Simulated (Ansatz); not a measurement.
**Relaxing Cu**

Computed with DFT r2SCAN, scalar-relativistic, plane waves, PAW (Ansatz 0.2.0). Cutoff 500 eV, Γ-centred k mesh, Gaussian smearing, no spin polarisation in the final step.

Cu was placed on the beta-tungsten (A15) structure type (Pm-3n, No. 223), at a guessed volume.

```
Cu
1.0
     4.52747    0.00000    0.00000
     0.00000    4.52747    0.00000
     0.00000    0.00000    4.52747
Cu
8
Cartesian
  2.2637 2.2637 2.2637
  0.0000 0.0000 0.0000
  1.1319 0.0000 2.2637
  2.2637 1.1319 0.0000
  2.2637 3.3956 0.0000
  3.3956 0.0000 2.2637
  0.0000 2.2637 3.3956
  0.0000 2.2637 1.1319
```

Cell and atoms relax at zero pressure; the relaxation can't lower the symmetry of the start.

Energies count from the standard state of Cu at the same level.

(1) Describe the relaxed structure.

(2) What are its volume, energy, density and gap?

## Answers

(1) It keeps Pm-3n (No. 223). The result has the beta-tungsten (A15) structure. Conventional cell: a = 4.544 Å. Cu on Wyckoff site a (2 atoms of the primitive cell) has 12 Cu at 2.54 Å; Cu on Wyckoff site c (6 atoms of the primitive cell) is coordinated by 2 Cu at 2.27 Å, 4 Cu at 2.54 Å and 8 Cu at 2.78 Å.

```
Cu
1.0
     4.54434    0.00000    0.00000
     0.00000    4.54434    0.00000
     0.00000    0.00000    4.54434
Cu
8
Direct
  0.50000 0.50000 0.50000
  0.00000 0.00000 0.00000
  0.25000 0.00000 0.50000
  0.50000 0.25000 0.00000
  0.50000 0.75000 0.00000
  0.75000 0.00000 0.50000
  0.00000 0.50000 0.75000
  0.00000 0.50000 0.25000
```

(2) The volume per atom is 11.73 Å³. The density is 9.00 g/cm³. The energy over the standard structure is 0.11 eV/atom and the gap on the 8×8×8 mesh is 0 eV (a metal).

The final run used a 8×8×8 mesh on its 8-atom cell and 0.10 eV smearing. The k mesh leaves about 4 meV/atom of noise in metals. A structure relaxed within its symmetry needn't be a true minimum.